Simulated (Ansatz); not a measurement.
Consider the isomerisation: `FCC(=S)S` → `FC1SCS1`.

Calculated with Ansatz (gas phase, PBE0-D4/def2-TZVP geometries, no zero-point term in ΔE). CBS: MP2 limit from def2 TZ/QZ plus the TZ coupled-cluster correction, frozen cores. Functionals use def2-TZVPP. HSE06 is defined as in plane-wave codes. One conformer a species, not always the lowest.

`FCC(=S)S`:

Z-matrix (Å, degrees):
```
C
C 1 1.508
F 1 1.379 2 114.2
H 1 1.092 2 108.4 3 120.9
H 1 1.093 2 108.4 3 -120.8
S 2 1.720 1 119.1 3 0.9
S 2 1.624 1 119.0 3 -179.3
H 6 1.347 2 97.4 1 -0.2
```

`FC1SCS1`:

Cartesian coordinates in Å:
```
F -0.516 -1.467 -1.592
C 0.339 -0.587 -0.985
S -0.374 1.053 -0.733
C -0.301 0.640 1.031
S 0.587 -0.919 0.772
H 1.258 -0.588 -1.573
H 0.290 1.359 1.595
H -1.283 0.508 1.484
```

```tsv
level	ΔE (kJ/mol)	difference from CCSD(T)/CBS
LDA (SPW92)	12.1	0.2
revPBE-D4	16.5	4.6
PBE0-D4	6.8	-5.1
HSE06-D4	7.4	-4.5
CAM-B3LYP	18.2	6.3
MP2/def2-SVP	47.2	35.3
SCS-MP2/def2-TZVPP	14.8	2.9
SCS-MP2/def2-QZVPP	11.9	0.0
HF/CBS(def2)	17.2	5.3
CCSD/CBS(def2)	8.0	-3.9
CCSD(T)/CBS	11.9	0
```

Task: What do rigid-rotor, harmonic-oscillator terms from PBE0-D4/def2-TZVP frequencies (298.15 K, 1 bar) make of the CCSD(T)/CBS value? (An estimate is asked.)

Result: Ansatz gave: ΔZPE = +6.9 kJ/mol, ΔH = +16.8 kJ/mol, ΔS = -19 J/(mol·K), ΔG = +22.6 kJ/mol.

Largest T1 diagnostic among the species: 0.016.

At CCSD(T), def2-SVP lies +36.0 kJ/mol from the extrapolated value and def2-TZVPP +4.9 kJ/mol. From BLYP to BHLYP (50 % exact exchange), in def2-TZVPP and without D4, ΔE moves by −21.7 kJ/mol.
